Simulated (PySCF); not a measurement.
H₂SO₄, optimised at HF/6-31G*:

```xyz
7

O     -0.0164     0.2534    -1.4486
S      0.1161    -0.1739     0.0592
O     -0.1234    -1.5640     0.1050
O      1.2716     0.4388     0.5898
O     -1.1159     0.5571     0.7086
H      0.4325     1.0826    -1.6009
H     -1.8962     0.0091     0.6523
```

Computed with PySCF (xtb for GFN2) and rigid-rotor harmonic-oscillator thermochemistry at 1 bar. 6-31G* has spherical d functions here. All species are closed-shell singlets. B3LYP is the form with VWN-RPA correlation.

Question: List the harmonic frequencies (cm⁻¹, unscaled) at this level and at the other levels, each on its own geometry.

Answer: 
- HF/6-31G*: 261, 336, 405, 470, 536, 603, 606, 935, 998, 1286, 1301, 1316, 1576, 4012, 4017
- B3LYP/6-31G*: 225, 300, 346, 412, 465, 511, 512, 781, 848, 1172, 1184, 1185, 1442, 3683, 3687
- GFN2-xTB: 240, 251, 340, 386, 409, 484, 492, 743, 756, 861, 889, 1150, 1345, 3629, 3642
- PBE/def2-SVP: 228, 306, 335, 403, 445, 486, 493, 749, 812, 1087, 1102, 1154, 1405, 3642, 3646
- PBE0/def2-TZVP: 257, 336, 380, 445, 502, 553, 563, 855, 912, 1145, 1166, 1254, 1504, 3803, 3808
